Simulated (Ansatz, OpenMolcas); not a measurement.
# Worked example: vertical energy of the triplet above the singlet of AlH3 (SMILES [AlH3])

AlH3: 4 atoms, total charge 0, spin state singlet. SMILES: `[AlH3]`. Geometry: relaxed at PBE0-D4/def2-TZVP.

Both states at this one shape; open shells run unrestricted unless said. 1 Eh = 27.2114 eV.

| level | program | singlet AlH3 (Eh) | triplet AlH3 (Eh) |
| --- | --- | --- | --- |
| SVWN5/def2-TZVPPD | OpenMolcas | -243.105367 | -242.939983 |
| r2SCAN/def2-TZVPPD | OpenMolcas | -244.168120 | -243.998138 |
| HSE06/3-21G | Ansatz | -242.706853 | -242.529964 |
| HSE06/6-31G* (spherical functions) | Ansatz | -244.045635 | -243.866105 |

Work out the vertical gap, second state less first, at each level.


1. SVWN5/def2-TZVPPD: -242.939983 − (-243.105367) = 0.165384 Eh = 4.50 eV.
2. r2SCAN/def2-TZVPPD: -243.998138 − (-244.168120) = 0.169982 Eh = 4.63 eV.
3. HSE06/3-21G: -242.529964 − (-242.706853) = 0.176889 Eh = 4.81 eV.
4. HSE06/6-31G* (spherical functions): -243.866105 − (-244.045635) = 0.179530 Eh = 4.89 eV.

No measured value is set beside it here; the levels span 4.50 to 4.89 eV.
